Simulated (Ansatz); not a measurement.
# CHNSi (triplet): from Hartree-Fock to the top rungs, cc-pVDZ

Aim: climb from Hartree-Fock through coupled cluster for CHNSi (triplet) at one geometry and basis, and see what each rung misses.

Program: Ansatz 0.2.0, Gaussian basis. Level of theory: cc-pVDZ, core rule «outside noble gas», up to 7 orbitals frozen. These are calculated values, not measurements.

Plan: UHF; CCSD(T) on ROHF; CCSD(T) on UHF; BCCD(T) on ROHF; CISD; CCSDT(Q) on ROHF; CCSDT(Q) on UHF.

29 further runs of the same task are left out: 12 that didn't finish, 17 set aside as unsound or not needed.

## Step 1: The geometry

The geometry is a PBE0/def2-TZVP stationary point (not a proven minimum).

4 atoms, charge 0, spin multiplicity 3.

Atoms are counted from 1 here; the program's logs count them from 0.

Bond lengths: C1–N2 1.210 Å, C1–H4 1.080 Å, N2–Si3 1.677 Å. Angles: N2–C1–H4 141.6°, C1–N2–Si3 175.8°.

## Step 2: UHF

in.yaml reads:

```yaml
crystal:
  periodic: [false, false, false]
  atoms:
    - {symbol: C, position_ang: [0.000003, -0.203741, 0.797438]}
    - {symbol: N, position_ang: [-0.000006, -0.103756, -0.408858]}
    - {symbol: Si, position_ang: [0.000001, -0.087034, -2.085648]}
    - {symbol: H, position_ang: [0.000003, 0.394532, 1.697068]}
basis:
  gaussian: {orbitals: cc-pVDZ}
magnetization: {spin_polarized: true, initial_magnetization: 2}
hamiltonian: {xc: hf}
output: {orbitals: {seedname: orbitals}}
```

The run is started by

```
ansatz run in.yaml --threads 1 --pin off --events-out ev --progress --plain --max-ram 2393MiB
```

After this run come: CCSD(T) on ROHF; CCSD(T) on UHF; BCCD(T) on ROHF; CISD; CCSDT(Q) on ROHF; CCSDT(Q) on UHF.

**Question.** What will the summary of the whole plan be? Wanted: UCCSDT(Q) below the RHF energy; RMP2 from UCCSDT(Q); UMP2 from UCCSDT(Q); RCCSD from UCCSDT(Q); RCCSD(T) from UCCSDT(Q); UCCSD(T) from UCCSDT(Q); RCCSDT(Q) from UCCSDT(Q); T1 diagnostic.

The runs gave:

```
                         quantity          value
   UCCSDT(Q) below the RHF energy    -10.9025 eV
              RMP2 from UCCSDT(Q)  +137.4 kJ/mol
              UMP2 from UCCSDT(Q)  +157.1 kJ/mol
             RCCSD from UCCSDT(Q)   +54.8 kJ/mol
          RCCSD(T) from UCCSDT(Q)    +9.3 kJ/mol
          UCCSD(T) from UCCSDT(Q)   +10.0 kJ/mol
         RCCSDT(Q) from UCCSDT(Q)    +0.1 kJ/mol
levels within 1 kcal/mol (43 meV)      RCCSDT(Q)
                    T1 diagnostic          0.062
```

RCCSD(T) lands +9.3 kJ/mol from the yardstick (0.9 % of the correlation energy). These misses are within one basis, not against nature; the frozen cores of restricted and unrestricted runs differ, which can shift their rows.
